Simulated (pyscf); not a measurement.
`[SiH3][SiH3]` + `[CH3]` [doublet] -> `[SiH2][SiH3]` [doublet] + `[CH4]`, a hydrogen abstraction (doublet surface; H–Si broken, C–H formed). Optimised with ωB97X-D3(BJ)/def2-SVP in PySCF. Energies in kcal/mol from the separated reactants.

Small-basis levels: PySCF, no dispersion term, spherical d functions. AM1 to PM7: differences of heats of formation from MOPAC, which are fitted to 298 K values and so differ in kind from electronic energies by zero-point and thermal terms. GFN2-xTB: tblite. Open shells are spin-unrestricted. 

```tsv
level	barrier	reaction energy
HF/STO-3G	16.0	-9.9
HF/3-21G	12.5	-19.7
SVWN5/6-31G*	-7.9	-27.7
B3LYP/3-21G	1.3	-25.0
B3LYP/LANL2DZ	4.6	-21.1
B3LYP/6-31G*	4.7	-21.2
M06-2X/6-31G*	5.3	-23.4
PBE/def2-SVP	[?]	-22.6
B3LYP/def2-SVP	4.8	-19.7
GFN2-xTB	-2.5	-26.3
AM1	[?]	-20.1
PM6	5.2	-8.0
ωB97M-D3(BJ)/def2-TZVP	[?]	-18.8
```

Question: What belongs in the gaps?

Answer: 
- PBE/def2-SVP, barrier: -0.3
- AM1, barrier: 4.5
- ωB97M-D3(BJ)/def2-TZVP, barrier: 6.7

Against the last row the barrier runs from -14.6 (SVWN5/6-31G*) to +9.3 kcal/mol (HF/STO-3G). At SVWN5/6-31G*, PBE/def2-SVP, GFN2-xTB this geometry lies under one side, so the entry may be no barrier of that level: it is a single point on another level's saddle. ωB97M-D3(BJ)/def2-TZVP has limits of its own. One saddle was located; it need not be the lowest between these sides. The angle at the transferred H is 179°.
